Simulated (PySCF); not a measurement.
ClH, SMILES Cl. Heavy atoms are numbered as in [ClH:1]. Hydrogens are named by the atom that carries them.

Geometry optimised at PBE0-D3(BJ)/def2-TZVPD.

The numbers are results of PBE0/pcSseg-2 (PySCF), not measurements.

GIAO shieldings, no solvent; atoms alike by connectivity are averaged. δ = σ(ref) − σ: ³⁵Cl against HCl (σ = 943.3 ppm); ¹H against TMS (σ = 31.54 ppm), references at their B3LYP-D3(BJ)/def2-TZVP geometries, non-relativistic (without spin–orbit terms, shifts of atoms bonded to Cl or Br come out too high).

Computed chemical shifts:
```csv
nucleus,atoms,count,δ (ppm)
³⁵Cl,Cl1 (ClH),1,-2.0
¹H,H on Cl1,1,0.87
```
